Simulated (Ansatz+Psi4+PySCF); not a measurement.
Values are calculated unless marked as measured or tabulated.
## PySCF 2.14.0 run

```python
from pyscf import gto, scf, mp

# the (T+d) and (D+d) sets load through basis_set_exchange
mol = gto.M(atom="""
Cl 0.000000 0.000000 0.085330
H 0.000000 0.000000 -1.450640
""", basis={'Cl': 'cc-pv(t+d)z', 'H': 'cc-pvtz'}, charge=1, spin=1)
mf = scf.UHF(mol)
mf.kernel()
pt = mp.MP2(mf, frozen=5).run()
print(mf.e_tot, pt.e_corr, pt.e_tot)
```

The script is written out from the run's settings.

Results

| Property | Result |
| --- | --- |
| Converged | yes |
| Reference energy | -459.66561 hartree |
| Correlation energy | -0.16327 hartree |
| Total energy | -459.82889 hartree |
| Spin squared of the determinant | 0.764 |

Messages of the program:
```
WARN: beta  nocc = 8  HOMO -0.442515508797127 >= LUMO -0.442515508797124
WARN: HOMO -0.442515508797124 >= LUMO -0.442515508797124
WARN: beta  nocc = 8  HOMO -0.442515508797127 >= LUMO -0.442515508797124
WARN: HOMO -0.442515508797124 >= LUMO -0.442515508797124
```
